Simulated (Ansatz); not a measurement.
Geometry optimisation, RKS B3LYP/def2-SVP (Ansatz).

Input:

```yaml
crystal:
  periodic: [false, false, false]
  atoms:
    - { symbol: Si, position_ang: [-0.436657, 0.194661, -0.375676] }
    - { symbol: F, position_ang: [0.095215, -0.776987, 2.194315] }
    - { symbol: H, position_ang: [0.727744, 0.867663, 0.240929] }
    - { symbol: H, position_ang: [-0.679762, 0.765462, -1.729466] }
    - { symbol: H, position_ang: [-0.28693, -1.27456, -0.47816] }
    - { symbol: Cl, position_ang: [-2.190885, 0.650231, 0.727703] }
    - { symbol: H, position_ang: [-0.699927, -0.42647, 2.516954] }
basis:
  gaussian: { orbitals: def2-SVP }
hamiltonian:
  xc: b3lyp
relax:
  f_tol: 0.03
  max_steps: 50
```

Run as:

```bash
$ ansatz run input.yaml --threads 1 --pin off --max-ram 2048MiB --backend cpu --events-out ev --progress --plain --runs-dir out
```

Question: Where does it end, and by what steps?

Answer: It converged. After 7 steps the energy has fallen by 0.064 eV; F2 moved furthest, 0.28 Å.

| step | energy less start (eV) | largest force component (eV/Å) | accepted |
| --- | --- | --- | --- |
| 0 | 0.0000 | 0.274 | yes |
| 1 | 0.0228 | 2.250 | no |
| 2 | -0.0347 | 0.642 | yes |
| 3 | -0.0545 | 0.243 | yes |
| 4 | -0.0561 | 0.181 | yes |
| 5 | -0.0636 | 0.179 | yes |
| 6 | -0.0585 | 0.517 | no |
| 7 | -0.0645 | 0.011 | yes |

```xyz
7
Properties=species:S:1:pos:R:3
Si -0.420 0.217 -0.428
F 0.045 -0.834 2.464
H 0.769 0.902 0.129
H -0.766 0.775 -1.761
H -0.241 -1.251 -0.511
Cl -2.069 0.617 0.825
H -0.789 -0.426 2.379
```

Time of the run: 16 s on 1 thread of Arm Neoverse V2, with other jobs on the host, peak memory 0.13 GiB.
